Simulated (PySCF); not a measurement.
# Working out the ionisation energy of Ar

Ar [Ar] (1S) → Ar⁺ [Ne] 3s2 3p5 (2P). All numbers are calculated (PySCF 2.14, no relativity, point nucleus, in def2-TZVP). Frozen: [Ne]. Energies in hartree (1 hartree = 27.21139 eV):

| part | Ar (lower) | Ar⁺ (upper) |
| --- | --- | --- |
| UHF | -526.802760 | -526.267211 |
| CCSD correlation | -0.222299 | -0.188307 |
| (T) | -0.006757 | -0.005278 |

**Question.** What does Hartree-Fock give?

**Answer.** (-526.267211) − (-526.802760) = 0.535549 hartree = 14.573 eV.

**Question.** What do CCSD and CCSD(T) give?

**Answer.** The CCSD correlation energies differ by 0.033992 hartree = 0.925 eV and the triples by 0.001479 hartree = 0.040 eV, so CCSD gives 15.498 eV and CCSD(T) 15.538 eV.

Measured between the centres of the two terms (NIST): 15.819 eV, so CCSD(T) (valence) is off by -0.281 eV.

What remains against the reference includes basis incompleteness, the frozen core and higher excitations.
